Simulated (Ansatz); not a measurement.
C$_{6}$H$_{8}$, SMILES `C=C1C=CCC1` at its PBE0-D4/def2-TZVP geometry, where that method's forces vanish. Charge 0, multiplicity 1.

```xyz
14

C    -2.1438   -0.1923    0.3692
C    -0.8524   -0.0499    0.0716
C    -0.3053    0.4142   -1.1941
C     1.0291    0.4430   -1.1671
C     1.5795   -0.0081    0.1505
C     0.3243   -0.3383    0.9812
H    -2.4688   -0.5460    1.3411
H    -2.9147    0.0426   -0.3556
H    -0.9243    0.6953   -2.0375
H     1.6612    0.7530   -1.9910
H     2.2385   -0.8746    0.0298
H     2.1914    0.7735    0.6137
H     0.2689    0.2699    1.8867
H     0.3163   -1.3824    1.3014
```

What forces (eV/Å) does ωB97M-V/def2-TZVPP give on these atoms in Ansatz 0.2.0? (Estimate.)

The calculation gave: 
```
C1   0.095  0.011 -0.022
C2  -0.401 -0.109  0.276
C3   0.253  0.147 -0.394
C4  -0.209  0.074 -0.226
C5   0.297 -0.044  0.149
C6   0.011 -0.093  0.263
H7   0.038  0.025 -0.066
H8   0.064 -0.014  0.042
H9   0.051 -0.019  0.059
H10 -0.059 -0.022  0.058
H11 -0.070  0.071  0.006
H12 -0.066 -0.063 -0.041
H13  0.000 -0.041 -0.074
H14 -0.003  0.078 -0.032
```
